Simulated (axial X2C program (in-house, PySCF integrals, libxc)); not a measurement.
## Curves of SiN by EOM-IP-CCSD

Calculated with an in-house all-electron X2C program for linear molecules (integrals from PySCF): two-component X2C with atomic mean-field Coulomb and Gaunt terms, Gaussian nuclei, basis Si dyall-av3z, N dyall-av3z with contracted cores.

Energies in eV from the lowest point of the lowest state; states are followed by energy order within each Ω. Reference: SiN⁻, 10 electrons correlated in 94 virtual spinors with an MP2 remainder; levels at this size can be off by some tenths of an eV. Masses 27.977 and 14.003 u.

```tsv
R (Å)	(1)Ω=1/2	(1)Ω=3/2	(2)Ω=1/2	(3)Ω=1/2
1.462	0.3903	1.1136	1.1263	3.7787
1.525	0.0660	0.5461	0.5584	3.5511
1.589	0.0000	0.2731	0.2848	3.5861
1.661	0.1443	0.2210	0.2323	3.8438
1.732	0.3689	0.3591	0.4458	4.2540
1.827	0.7455	0.7332	0.9972	4.9378
```

T1 of the reference reaches 0.030 (Lee–Taylor). Curves followed by order can swap character. Number of frozen shells: Si 2 s, 1 p; N 1 s. Roots with under 60 % one-particle weight at any point are counted in the labels but not shown, and the list ends where the roots sought for some Ω run out; states that need a further excitation are missing and may lie low or lowest. Curves with a minimum but no constants failed the fit check.
